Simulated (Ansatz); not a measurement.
AlPNH7, singlet: a relaxation.

Input (in.yaml):

```yaml
crystal:
  periodic: [false, false, false]
  atoms:
    - {symbol: Al, position_ang: [-0.536023, 0.020773, -1.129899]}
    - {symbol: N, position_ang: [0.494552, 1.328658, -0.350393]}
    - {symbol: H, position_ang: [0.207777, -0.850806, -2.241521]}
    - {symbol: H, position_ang: [-2.114342, 0.294799, -1.109566]}
    - {symbol: H, position_ang: [0.540760, 0.084085, 1.058598]}
    - {symbol: P, position_ang: [-0.075540, -1.166896, 1.030808]}
    - {symbol: H, position_ang: [0.074844, 2.197574, -0.042328]}
    - {symbol: H, position_ang: [1.418215, 1.527176, -0.697577]}
    - {symbol: H, position_ang: [0.892077, -2.160997, 1.309356]}
    - {symbol: H, position_ang: [-0.902221, -1.274265, 2.172621]}
basis:
  gaussian: {orbitals: def2-TZVP}
hamiltonian: {xc: pbe0, dispersion: d4}
relax: {f_tol: 0.005, max_steps: 200}
```

Command:

```bash
ansatz run in.yaml --threads 2 --pin off --events-out ev --progress --plain --max-ram 4352MiB
```

The run's output (Ansatz 0.2.0):

```
Functional definition: PBE0
  name "PBE0"
  cite "Adamo & Barone, J. Chem. Phys. 110, 6158 (1999) doi:10.1063/1.478522"
  cite "Perdew, Burke & Ernzerhof, Phys. Rev. Lett. 77, 3865 (1996) doi:10.1103/PhysRevLett.77.3865"
  parent pbe
  parameter a = 0.25
  parameter kappa = 0.804
  parameter beta = 0.06672455060314922
  exchange = (1 - a)*pbe_x(kappa = kappa, mu = beta*pi^2/3) + a*exact_x
  correlation = pbe_c(beta = beta)
1024 factors; their error is unknown
mean field evaluation 1: about -17474.8663 eV, gradient 6.1e1 eV
mean field evaluation 2: about -17456.9470 eV, gradient 9.9e1 eV
mean field evaluation 4: about -17482.1281 eV, gradient 3.2e0 eV
mean field evaluation 8: about -17482.1728 eV, gradient 3.3e-2 eV
mean field -17482.17282491 eV, -642.4580014732 hartree, gradient 6.5e-5 eV, S^2 0.000000; 0 other end points of the search recorded, 0 dependent functions left out
the calculation of the forces begins
reference -17482.17286124 eV, -642.4580028080 hartree; 21, 21 occupied and 126, 126 virtual orbitals, 1024 factors
relax step   1: F+E_penalty+E_count = -17482.33471882 eV  Δ(F+E_penalty+E_count) = +0.000e0 eV  max|allowed force component| = 1.381e0 eV/Å  Δτ_max = 0.0000 Å  (25 SCF iters, accepted)
relax step   2: F+E_penalty+E_count = -17482.58260927 eV  Δ(F+E_penalty+E_count) = -2.479e-1 eV  max|allowed force component| = 5.360e-1 eV/Å  Δτ_max = 0.1955 Å  (28 SCF iters, accepted)
relax step   3: F+E_penalty+E_count = -17482.72118224 eV  Δ(F+E_penalty+E_count) = -1.386e-1 eV  max|allowed force component| = 5.189e-1 eV/Å  Δτ_max = 0.2000 Å  (28 SCF iters, accepted)
relax step   4: F+E_penalty+E_count = -17482.84668545 eV  Δ(F+E_penalty+E_count) = -1.255e-1 eV  max|allowed force component| = 4.504e-1 eV/Å  Δτ_max = 0.1978 Å  (28 SCF iters, accepted)
relax step   5: F+E_penalty+E_count = -17482.92038947 eV  Δ(F+E_penalty+E_count) = -7.370e-2 eV  max|allowed force component| = 3.572e-1 eV/Å  Δτ_max = 0.2000 Å  (26 SCF iters, accepted)
relax step   6: F+E_penalty+E_count = -17482.96019486 eV  Δ(F+E_penalty+E_count) = -3.981e-2 eV  max|allowed force component| = 1.971e-1 eV/Å  Δτ_max = 0.2000 Å  (28 SCF iters, accepted)
relax step   7: F+E_penalty+E_count = -17482.97269082 eV  Δ(F+E_penalty+E_count) = -1.250e-2 eV  max|allowed force component| = 1.210e-1 eV/Å  Δτ_max = 0.1714 Å  (28 SCF iters, accepted)
relax step   8: F+E_penalty+E_count = -17482.96763209 eV  Δ(F+E_penalty+E_count) = +5.059e-3 eV  max|allowed force component| = 1.165e-1 eV/Å  Δτ_max = 0.0950 Å  (28 SCF iters, rejected (line search))
relax step   9: F+E_penalty+E_count = -17482.97776658 eV  Δ(F+E_penalty+E_count) = -5.076e-3 eV  max|allowed force component| = 5.702e-2 eV/Å  Δτ_max = 0.0475 Å  (29 SCF iters, accepted)
relax step  10: F+E_penalty+E_count = -17482.97970698 eV  Δ(F+E_penalty+E_count) = -1.940e-3 eV  max|allowed force component| = 2.118e-2 eV/Å  Δτ_max = 0.0471 Å  (27 SCF iters, accepted)
relax step  11: F+E_penalty+E_count = -17482.98047778 eV  Δ(F+E_penalty+E_count) = -7.708e-4 eV  max|allowed force component| = 9.044e-3 eV/Å  Δτ_max = 0.0504 Å  (27 SCF iters, accepted)
relax step  12: F+E_penalty+E_count = -17482.97663859 eV  Δ(F+E_penalty+E_count) = +3.839e-3 eV  max|allowed force component| = 3.982e-1 eV/Å  Δτ_max = 0.1982 Å  (27 SCF iters, rejected (line search))
relax step  13: F+E_penalty+E_count = -17482.98154826 eV  Δ(F+E_penalty+E_count) = -1.070e-3 eV  max|allowed force component| = 3.470e-2 eV/Å  Δτ_max = 0.0569 Å  (26 SCF iters, accepted)
relax step  14: F+E_penalty+E_count = -17482.98349961 eV  Δ(F+E_penalty+E_count) = -1.951e-3 eV  max|allowed force component| = 1.618e-1 eV/Å  Δτ_max = 0.0978 Å  (28 SCF iters, accepted)
relax step  15: F+E_penalty+E_count = -17482.98482460 eV  Δ(F+E_penalty+E_count) = -1.325e-3 eV  max|allowed force component| = 2.204e-1 eV/Å  Δτ_max = 0.0892 Å  (29 SCF iters, accepted)
relax step  16: F+E_penalty+E_count = -17482.98966955 eV  Δ(F+E_penalty+E_count) = -4.845e-3 eV  max|allowed force component| = 2.290e-1 eV/Å  Δτ_max = 0.0830 Å  (28 SCF iters, accepted)
relax step  17: F+E_penalty+E_count = -17482.98991042 eV  Δ(F+E_penalty+E_count) = -2.409e-4 eV  max|allowed force component| = 3.764e-1 eV/Å  Δτ_max = 0.1969 Å  (27 SCF iters, accepted)
relax step  18: F+E_penalty+E_count = -17482.99979303 eV  Δ(F+E_penalty+E_count) = -9.883e-3 eV  max|allowed force component| = 2.629e-1 eV/Å  Δτ_max = 0.0981 Å  (29 SCF iters, accepted)
relax step  19: F+E_penalty+E_count = -17483.01325642 eV  Δ(F+E_penalty+E_count) = -1.346e-2 eV  max|allowed force component| = 2.057e-2 eV/Å  Δτ_max = 0.1174 Å  (27 SCF iters, accepted)
relax step  20: F+E_penalty+E_count = -17482.98952899 eV  Δ(F+E_penalty+E_count) = +2.373e-2 eV  max|allowed force component| = 4.193e-1 eV/Å  Δτ_max = 0.0725 Å  (29 SCF iters, rejected (line search))
relax step  21: F+E_penalty+E_count = -17483.01458830 eV  Δ(F+E_penalty+E_count) = -1.332e-3 eV  max|allowed force component| = 1.183e-2 eV/Å  Δτ_max = 0.0362 Å  (28 SCF iters, accepted)
relax step  22: F+E_penalty+E_count = -17483.01718665 eV  Δ(F+E_penalty+E_count) = -2.598e-3 eV  max|allowed force component| = 6.645e-2 eV/Å  Δτ_max = 0.0987 Å  (29 SCF iters, accepted)
relax step  23: F+E_penalty+E_count = -17483.01803526 eV  Δ(F+E_penalty+E_count) = -8.486e-4 eV  max|allowed force component| = 1.273e-1 eV/Å  Δτ_max = 0.0931 Å  (28 SCF iters, accepted)
relax step  24: F+E_penalty+E_count = -17483.01889625 eV  Δ(F+E_penalty+E_count) = -8.610e-4 eV  max|allowed force component| = 4.930e-2 eV/Å  Δτ_max = 0.0126 Å  (29 SCF iters, accepted)
relax step  25: F+E_penalty+E_count = -17483.01910837 eV  Δ(F+E_penalty+E_count) = -2.121e-4 eV  max|allowed force component| = 6.698e-3 eV/Å  Δτ_max = 0.0148 Å  (28 SCF iters, accepted)
relax step  26: F+E_penalty+E_count = -17483.01917026 eV  Δ(F+E_penalty+E_count) = -6.189e-5 eV  max|allowed force component| = 7.208e-3 eV/Å  Δτ_max = 0.0240 Å  (28 SCF iters, accepted)
relax step  27: F+E_penalty+E_count = -17483.01917444 eV  Δ(F+E_penalty+E_count) = -4.180e-6 eV  max|allowed force component| = 6.743e-3 eV/Å  Δτ_max = 0.0118 Å  (29 SCF iters, accepted)
relax step  28: F+E_penalty+E_count = -17483.01918665 eV  Δ(F+E_penalty+E_count) = -1.221e-5 eV  max|allowed force component| = 3.273e-3 eV/Å  Δτ_max = 0.0044 Å  (21 SCF iters, accepted)
Total energy: -17483.01922403 eV, -642.4891060672 hartree
Atom 0 at    -0.596690     0.220044    -1.041573 Å, force    -0.002729    -0.002737     0.000427 eV/Å
Atom 1 at     0.615300     1.527599    -0.858100 Å, force     0.003273     0.001655    -0.000127 eV/Å
Atom 2 at    -0.238671    -0.961782    -2.051690 Å, force    -0.000126     0.000769    -0.000380 eV/Å
Atom 3 at    -2.105017     0.572247    -0.659347 Å, force     0.000256     0.000419    -0.000798 eV/Å
Atom 4 at    -0.151809    -0.378321     2.341479 Å, force     0.000010     0.000128    -0.000401 eV/Å
Atom 5 at    -0.058670    -1.098893     1.132174 Å, force     0.001930    -0.000189     0.001443 eV/Å
Atom 6 at     0.431545     2.425525    -0.442172 Å, force    -0.000948    -0.000445     0.000209 eV/Å
Atom 7 at     1.535300     1.517044    -1.266233 Å, force    -0.000553    -0.000104     0.000309 eV/Å
Atom 8 at     1.272036    -1.543215     1.281115 Å, force    -0.000931     0.000195    -0.000245 eV/Å
Atom 9 at    -0.703226    -2.280147     1.564447 Å, force    -0.000182     0.000308    -0.000436 eV/Å
Dipole moment:     0.318686    -0.197645     0.644652 e Å

[the SCF lines of later steps are left out]
```

The lines “mean field evaluation” count trial sets of orbitals through the whole run, from several starts and some on an approximate energy, so they need not fall steadily or lie above the final value.

The run took about 51 s on 2 CPU threads (shared host).
